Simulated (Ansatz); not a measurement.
# LiB+ (quartet): wave-function methods side by side, def2-TZVPP

An exercise on one series of results from a longer session: the logs are not shown, and one member is left open.

The runs use Ansatz 0.2.0, Gaussian basis; def2-TZVPP, core rule «outside noble gas», up to 2 orbitals frozen.

The runs, in order: UHF; ROHF; CCSD(T) on UHF.

### The system

The geometry is a PBE0/def2-TZVP stationary point (not a proven minimum).

2 atoms, charge 1, spin multiplicity 4.

Atoms are counted from 1 here; the program's logs count them from 0.

No contacts short enough for the rule that draws bonds.

The first run:

in.yaml reads:

```yaml
crystal:
  periodic: [false, false, false]
  atoms:
    - {symbol: B, position_ang: [0.000000, 0.000000, 0.000000]}
    - {symbol: Li, position_ang: [0.000000, 0.000000, 2.602600]}
basis:
  gaussian: {orbitals: def2-TZVPP}
total_charge: 1
magnetization: {spin_polarized: true, initial_magnetization: 3}
hamiltonian: {xc: hf}
output: {orbitals: {seedname: orbitals}}
```

Run with:

```
$ ansatz run in.yaml --threads 1 --pin off --events-out ev --progress --plain --max-ram 4096MiB --backend cpu
```

Steps of the session up to this table: UHF; ROHF; CCSD(T) on UHF.

One table of the session follows, with a row left open; its other results are not shown here.

```
  method  from UCCSD(T) (kJ/mol)
    ROHF                   +41.6
     UHF                   +41.5
    UMP2                       ?
   UCCSD                    +0.2
UCCSD(T)                       0
```

**Question.** Estimate the row for UMP2.

**Answer.** from UCCSD(T) (kJ/mol): +12.8. In the column «from UCCSD(T) (kJ/mol)» it lies between UCCSD (+0.2) and UHF (+41.5).
